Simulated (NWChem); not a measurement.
## Correlation energy of H₂Si

```
Si
H 1 1.5340
H 1 1.5340 2 91.22
```
Charge 0, spin multiplicity 1.

The numbers come from NWChem runs, not from measurements. The geometry was optimised at PBE0/def2-SVP, a minimum by its harmonic frequencies.

Basis set: def2-QZVP. Each correlation energy counts from its own Hartree-Fock reference.

The correlated methods keep 5 core orbitals frozen. The structure started from a generated list of species. Coupled-cluster values serve here as a point of comparison, not as the truth.

Q: Order these methods by the correlation energy they give, lowest first: CR-CCSD(T), SCS-MP2, MP2, CCSD.

A: CR-CCSD(T) (-146.2 mHa), CCSD (-142.6 mHa), SCS-MP2 (-130.4 mHa), MP2 (-117.2 mHa)
